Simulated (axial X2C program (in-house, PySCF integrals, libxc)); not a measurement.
# NSiN²⁺: bond lengths and stretches, held linear

One table from this session's results is given with a row withheld; the runs are named, their logs left out.

Method: all-electron X2C, two-component (2c) or spin-free, N dyall-av3z, Si dyall-v3z; program: an in-house X2C program for linear molecules on PySCF integrals.

All values are calculated.

2 further runs of the same task are left out: 2 set aside as unsound or not needed.

The first run:

The input, task.json:

```json
{"zs": [7, 14, 7], "q": 2, "bas": ["dyall-av3z", "dyall-v3z", "dyall-av3z"], "r0": [1.67, 1.67], "symm": 1, "scan": ["PBE0", "HF", "LDA"], "levels": ["PBE0", "HF", "PBE"], "nst": 2}
```

Keys: zs atomic numbers; q charge; bas basis sets; r0 starting distance in Å; symm equal bonds; scan levels of the two-bond scan; levels methods; nst determinants followed.

The run is started by

```sh
python solin.py task.json out
```

Masses N 14.003, Si 27.977, N 14.003 u.

Among the steps run: Scan at PBE0, 2c; Scan at HF, 2c; Scan at LDA, 2c.

One table of the session follows, with a row left open; its other results are not shown here.

```
          level  r(N–Si) (Å)  r(Si–N) (Å)  lower stretch (cm⁻¹)  upper stretch (cm⁻¹)
       PBE0, 2c        1.844        1.844                 522.0                 704.6
         HF, 2c            ?            ?                     ?                     ?
        LDA, 2c        1.857        1.857                 518.0                 717.0
PBE0, spin-free        1.844        1.844                 522.1                 704.7
  HF, spin-free        1.828        1.828                 488.5                 663.4
 LDA, spin-free        1.856        1.856                 518.1                 717.1
```

Q: Estimate the row for HF, 2c from the others.

As computed: r(N–Si) (Å): 1.828; r(Si–N) (Å): 1.828; lower stretch (cm⁻¹): 488.5; upper stretch (cm⁻¹): 663.5.

Scans not shown above were run alike.

**Reading.** Over the levels the N–Si bond spans 1.828 to 1.857 Å and the Si–N bond 1.828 to 1.857 Å. At PBE0 spin–orbit coupling leaves both bonds unchanged to 0.001 Å. Each state is one determinant, the lowest of a limited PBE0 search; the stretches come from a fit to few points and are good to some per cent at best. A multiply charged ion may be only metastable. The molecule was held linear; bending was not examined, so a bent shape may lie lower. Open-shell Ω = 0 determinants with evenly filled partner blocks cannot be reached by this program, so the Ω shown need not be the lowest component. Note: several unpaired electrons, one determinant need not be a pure state.
